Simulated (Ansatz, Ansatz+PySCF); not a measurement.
```yaml
atoms:
  - { symbol: N, position_ang: [0.0000, 0.0000, -0.4932] }
  - { symbol: O, position_ang: [0.0000, 1.1461, 0.2158] }
  - { symbol: O, position_ang: [0.0000, -1.1461, 0.2158] }
```

RHF on singlet NO₂(-) was run in several spherical basis sets with Ansatz (development build ahead of 0.2.0). Caution: no diffuse functions for an anion.

Q: Rank the basis sets by the total energy that they give, lowest first, with the distance from the lowest.
A. def2-TZVP
B. cc-pVDZ
C. cc-pVTZ
D. def2-SVP
E. 6-31G(d)

A: A (0.00 eV), C (0.44 eV), B (2.39 eV), E (2.82 eV), D (7.39 eV).

Totals follow the description of the cores as much as that of the bonds, so this order isn't one of quality for chemistry.
